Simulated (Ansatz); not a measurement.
Basis-set extrapolation for CH4MgO, SMILES `[CH3][Mg][OH]` (PBE0-D4/def2-TZVP geometry, frozen core, the Gaussian-basis code of Ansatz). Multiplicity 1, RHF reference. For Mg the program correlates outer-core shells too, which these sets cover unevenly, so the extrapolated numbers aren't a true limit.

```json
{"": "HF", "def2-TZVPP": "-314.750616", "def2-QZVPP": "-314.765716"}
{"": "MP2 correlation", "def2-TZVPP": "-0.635222", "def2-QZVPP": "-0.709180"}
{"": "CCSD(T) correlation", "def2-TZVPP": "-0.675612", "def2-QZVPP": "not run"}
```

Energies in hartree. Use E(X) = E(∞) + A·exp(−7.88·√X) for Hartree–Fock and E(X) = E(∞) + B·X^(−2.97) for correlation, with X = 3 and 4, and add CCSD(T) minus MP2 of the smaller set to the MP2 limit.

Q: What is the CCSD(T) energy at the basis-set limit?

A: HF limit: -314.765716 + (-0.015100) × 0.13774 = -314.76780. MP2 limit: -0.709180 + (-0.073958) × 0.74074 = -0.76396. Higher-order term: -0.675612 − (-0.635222) = -0.04039. Total: -315.57215 hartree, 91.6 kcal/mol below CCSD(T)/def2-TZVPP.
